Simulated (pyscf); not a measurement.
Single points on ωB97X-D3(BJ)/def2-SVP structures (PySCF, gas phase).

Problem. For H₃Si–NH–SiH₃ (SMILES [SiH3]N[SiH3]) + H₃C–Ga(CH₃)–CH₃ (SMILES [CH3][Ga]([CH3])[CH3]) → H₃C–Ga(CH₃)–N(SiH₃)–SiH₃ (SMILES [CH3][Ga]([CH3])[N]([SiH3])[SiH3]) + CH₄ (SMILES C), a four-centre exchange (singlet surface; H–N, C–Ga broken, Ga–N, C–H formed), PBE/def2-TZVP gives ΔE‡ = 14.6 kcal/mol and ΔE = -18.1 kcal/mol (zero: the separated reactants). In which direction and how far do r²SCAN/def2-TZVP, B3LYP-D3(BJ)/def2-TZVP, ωB97M-D3(BJ)/def2-TZVP move these?

Solution. r²SCAN: ΔE‡ = 11.3 kcal/mol, ΔE = -21.0 kcal/mol; B3LYP-D3(BJ): ΔE‡ = 13.6 kcal/mol, ΔE = -21.6 kcal/mol; ωB97M-D3(BJ): ΔE‡ = 15.2 kcal/mol, ΔE = -20.2 kcal/mol. PBE's barrier lies among them. Its reaction energy lies over all of them, by 2.1 to 3.5 kcal/mol. On the reactant side the descent ends in an adduct with a Ga–N contact, 16.0 kcal/mol under the separated species and 26.7 kcal/mol under the saddle at ωB97X-D3(BJ)/def2-TZVP. What is counted as formed (Ga–N) is already present as a longer contact in the reactant adduct; forming that adduct is a step of its own. At ωB97X-D3(BJ) the barrier from the zero used here is 10.7 kcal/mol. One saddle was located; it need not be the lowest between these sides. Elements up to Kr have no core potential and no relativistic terms here.
